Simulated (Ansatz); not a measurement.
How far each method lies from RCCSDT(Q) for CH₂F₂, singlet

Geometry: MP2(full)/6-31G*, from the G2/97 set.

```xyz
5

C     0.0000    0.0000    0.5562
F     0.0000    1.1097   -0.2373
F     0.0000   -1.1097   -0.2373
H    -0.9084    0.0000    1.1600
H     0.9084    0.0000    1.1600
```

Basis 6-31G* (Cartesian d functions); Ansatz 0.2.0. Only valence electrons are correlated (noble-gas cores frozen), which leaves 20 electrons in 46 orbitals. Prefix R: restricted or restricted open-shell reference. Active spaces: valence = (16e, 12o, short of the full valence) chosen from the atoms' valence shells.

Full CI isn't at hand for all of this; RCCSDT(Q) serves as the reference, and is uncertain by about the last step of the cluster series.

```
UHF ⟨S²⟩                          : 0.000
T1 diagnostic (RCCSD)             : 0.0115
largest doubles amplitude (RCCSD) : 0.031
```

| level | E − E(RCCSDT(Q)) (mEh) | share of correlation (%) | wall time |
| --- | --- | --- | --- |
| RHF | 495.08 | 0.00 | – |
| RMP2 | 25.87 | 94.77 | – |
| CISD | 55.30 | 88.83 | 2.6 s |
| RCCSD | 11.37 | 97.70 | – |
| RCCSD(T) | 1.38 | 99.72 | 0.75 s |
| BCCD(T) | 1.13 | 99.77 | 0.84 s |
| RCCSDT | 0.75 | 99.85 | – |
| CASSCF (valence space) | 389.23 | 21.38 | – |
| NEVPT2 (valence space) | 42.56 | 91.40 | 4.8 s (H100) |
| MRCISD (valence space) | 33.15 | 93.31 | – |
| MRCISD+Q (valence space) | 5.48 | 98.89 | 11 s (H100) |

The correlation energy at RCCSDT(Q), counted from RHF, is -13.472 eV. That run took 3.3 s on 2 threads of AMD EPYC 7R13 with a shared H100 80 GB, shared host.

Times hold each run's SCF and search for its determinant on a shared host, so for small cases they say little of a method's own cost; rows without a card ran on 1 thread of AMD EPYC 7R13.

Natural occupations of CASSCF (valence space) about the gap: 1.996 1.986 1.980 1.975 1.973 0.032 0.026 0.022 0.019; effectively unpaired electrons, Σ n²(2−n)², 0.02.

Atomization energy (electronic, same basis, no zero-point term; atoms at the same level, unrestricted beside the R rows where the molecule is a closed shell, with restricted open-shell steps beyond CCSDT(Q)) at RCCSDT(Q): 1686.3 kJ/mol. Errors of other levels:

```tsv
level	error (kJ/mol)
RHF	-406.1
RMP2	46.7
CISD	-119.4
RCCSD	-19.3
RCCSD(T)	-1.9
BCCD(T)	-1.0
RCCSDT	-1.7
```

This basis is far from its limit, so the value isn't to be set against a measured one. Truncated CI isn't size-consistent, which counts against it in atomization.
